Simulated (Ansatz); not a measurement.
I need a single point in a Gaussian basis of CH2BF, SMILES B[C]F. Use Ansatz 0.2.0, Python API. Use: PBE0, 6-31G* basis, multiplicity 3.

```yaml
atoms:
  - { symbol: B, position_ang: [-0.5503, 0.0037, 0.0667] }
  - { symbol: C, position_ang: [0.9060, -0.4780, 0.4659] }
  - { symbol: F, position_ang: [1.8328, 0.1093, -0.3737] }
  - { symbol: H, position_ang: [-0.8262, 1.1516, 0.1078] }
  - { symbol: H, position_ang: [-1.3623, -0.7866, -0.2666] }
```

Script `energy_ch2bf.py`:
```python
# -*- coding: utf-8 -*-
"""Electronic structure of the CH2BF molecule."""

import json

import ansatz as az
import numpy as np

geometry_ang = [
    ("B", (-0.5503, 0.0037, 0.0667)),
    ("C", (0.906, -0.478, 0.4659)),
    ("F", (1.8328, 0.1093, -0.3737)),
    ("H", (-0.8262, 1.1516, 0.1078)),
    ("H", (-1.3623, -0.7866, -0.2666)),
]
ch2bf = az.Crystal.molecule()
for symbol, xyz in geometry_ang:
    ch2bf = ch2bf.atom(symbol, xyz)

calc = (
    ch2bf.calculation()
    .basis(gaussian="6-31G*")  # atom-centred Gaussian functions
    .functional("pbe0")
    .spin("collinear", total=2)  # spin-polarised run
    .forces()
)
trace = []
done = calc.session().plan().execute(on_event=trace.append)
data = done.report
for event in trace:
    if event["event"] == "mean_field_evaluation" and event["data"]["evaluation"] <= 25:
        print("pass {evaluation:3d}  E = {energy_ev:.6f} eV  gradient {gradient_ev:.1e}".format(**event["data"]))

print("reference energy %16.6f eV" % data["reference_energy_ev"])
print("total energy     %16.6f eV" % data["free_energy_ev"])
print("occupied orbitals outside the frozen core (up, down):", data["n_occupied"], " frozen:", data["n_frozen"], " virtual:", data["n_virtual"])

field = data["mean_field"]
print("<S^2> =", round(abs(field["state"]["spin_squared"]), 4), " all-electron relativity setting:", field["relativity"])
print("passes:", field["passes"])
if "symmetry" in field:
    print("occupied orbitals by irrep:", field["symmetry"]["occupied"])

symbols = [site.symbol for site in ch2bf.cartesian_sites]
forces = np.array(data["forces_ev_ang"])
print("largest force", round(float(np.linalg.norm(forces, axis=1).max()), 4), "eV/A, rms", round(float(np.sqrt((forces ** 2).mean())), 4))

charges = data["charge_distribution"]
print("dipole moment", round(4.803205 * float(np.linalg.norm(charges["dipole_moment_e_ang"])), 3), "D")
print("Mulliken:", [(s, round(q, 3)) for s, q in zip(symbols, charges["mulliken_charges_e"])])
with open("ch2bf.json", "w") as handle:
    json.dump({k: data[k] for k in ("free_energy_ev", "reference_energy_ev", "n_occupied", "n_virtual")}, handle, indent=1)
```

```console
$ python energy_ch2bf.py
pass   1  E = -4451.903131 eV  gradient 1.1e+01
pass   2  E = -4452.335078 eV  gradient 8.0e+00
pass   3  E = -4452.713630 eV  gradient 2.4e+00
pass   4  E = -4452.755822 eV  gradient 1.2e+00
pass   5  E = -4452.755860 eV  gradient 1.2e+00
pass   6  E = -4452.882477 eV  gradient 1.2e+00
pass   7  E = -4452.893309 eV  gradient 8.4e-01
pass   8  E = -4452.898058 eV  gradient 2.0e-01
pass   9  E = -4452.898833 eV  gradient 9.8e-02
pass  10  E = -4452.898848 eV  gradient 9.9e-02
pass  11  E = -4452.899051 eV  gradient 1.8e-02
pass  12  E = -4452.899051 eV  gradient 1.8e-02
pass  13  E = -4452.899060 eV  gradient 5.5e-03
pass  14  E = -4452.899060 eV  gradient 5.5e-03
pass  15  E = -4452.899060 eV  gradient 1.2e-03
pass  16  E = -4452.899060 eV  gradient 1.2e-03
pass  17  E = -4452.899060 eV  gradient 2.8e-04
pass  18  E = -4452.899060 eV  gradient 8.5e-05
pass  19  E = -4452.899060 eV  gradient 8.6e-05
pass  20  E = -4452.899060 eV  gradient 8.6e-05
reference energy     -4452.899075 eV
total energy         -4452.899075 eV
occupied orbitals outside the frozen core (up, down): [12, 10]  frozen: 0  virtual: [37, 39]
<S^2> = 2.0075  all-electron relativity setting: none
passes: {'evaluations': 15, 'products': 14}
occupied orbitals by irrep: [{'A': 12}, {'A': 10}]
largest force 3.0689 eV/A, rms 1.0622
dipole moment 0.611 D
Mulliken: [('B', 0.026), ('C', 0.162), ('F', -0.242), ('H', 0.029), ('H', 0.026)]
```

`ch2bf.json`, as written:
```json
{
 "free_energy_ev": -4452.8990751281135,
 "reference_energy_ev": -4452.8990751281135,
 "n_occupied": [
  12,
  10
 ],
 "n_virtual": [
  37,
  39
 ]
}
```

Reading the output:
- Total energies depend on the basis set; only differences at equal settings carry meaning.
- The geometry is a force-field or estimated start, not a minimum of this method, and the basis set is short of its limit.
- The run takes the species as open-shell (spin multiplicity 3), which needn't be its ground state.
- Early passes use coarser integrals and grids, so their energies can't be compared with the last.
- The whole script took 2.2 s on 1 thread of Arm Neoverse V1 (shared host), peak memory 0.17 GiB.
